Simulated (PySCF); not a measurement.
Start geometry of `C=CC` (C3H6) from GFN2-xTB (Å):
```
atom  x, y, z in Å
C1     1.3626    0.0551   -0.2588
C2     0.2773   -0.1119    0.4984
C3    -1.1503   -0.0047    0.0250
H4     1.2830    0.3328   -1.3112
H5     2.3431   -0.0120    0.1071
H6     0.4005   -0.3517    1.5449
H7    -1.6475    0.7615    0.6025
H8    -1.1601    0.2554   -1.0277
H9    -1.6509   -0.9417    0.2134
```

Problem. What comes out of this run: PBE0-D3(BJ)/def2-SVP geometry optimisation, gas phase in PySCF?

Solution. 
```
atom  x, y, z in Å
C1     1.2923    0.1250   -0.2685
C2     0.2261   -0.0873    0.5041
C3    -1.1961   -0.0088    0.0579
H4     1.1869    0.3805   -1.3283
H5     2.3089    0.0517    0.1264
H6     0.3873   -0.3412    1.5600
H7    -1.7481    0.7593    0.6255
H8    -1.2744    0.2339   -1.0122
H9    -1.7212   -0.9626    0.2340
```

The energy falls by 2.1 kcal/mol over 6 energy and gradient evaluations, the largest force component goes from 0.0313 to 7.3e-05 Eh/bohr, and the atoms move by 0.029 Å rms after alignment. The bond that changes most is C1–H5 (terminal =CH2 carbon to vinylic hydrogen), which lengthens by 0.044 Å. Bonds longer at the end by more than 0.005 Å: 5 of 8; shorter: 1. Among the angles that change most is H8–C3–H9, from 111.9° to 108.2°. Rotational constants go from 47390, 9263, 8132 to 46730, 9278, 8132 MHz. The orientation of the end geometry is arbitrary; only internal coordinates are fixed.

The run used 72 basis functions and 34 SCF cycles in all. Hardware: one thread of an Intel Xeon Platinum 8375C at 2.90 GHz, no GPU (shared host). Cost: 9.9 s wall, 0.32 GiB resident at most.

No PBE0-D3(BJ)/def2-SVP frequencies stand behind this structure, so it isn't proved a minimum.
